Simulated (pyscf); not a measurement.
This saddle point was located with ωB97X-D3(BJ)/def2-SVP in PySCF.

```xyz
8

C     -0.8337     0.5889     0.0965
C     -0.0153    -0.0617    -0.8277
Cl    -2.6691    -1.1173    -0.1390
H     -1.0637    -0.8165    -0.8020
H     -0.7749     0.3762     1.1668
H     -1.5288     1.3766    -0.2049
H      0.8127    -0.6775    -0.4637
H      0.0526     0.3310    -1.8467
```
Charge 0, spin multiplicity 1.

Surface: singlet, charge 0. Lowest wavenumbers (cm⁻¹): 1704i, 322, 374, 389, 768.

Q: Name the species on either side of this saddle.

A: H₃C–CH₂–Cl ⇌ H₂C=CH₂ + HCl, an elimination read from left to right: C–Cl, C–H broken and Cl–H formed. At CCSD(T)/def2-TZVPP + ΔMP2(QZVPP) it lies +2.74 eV from the left side and +1.83 eV from the right (each side as separated species at their lowest minima found). One saddle was located; it need not be the lowest between these sides. The CCSD(T) − MP2 part came from Ansatz, without density fitting, on the same reference.
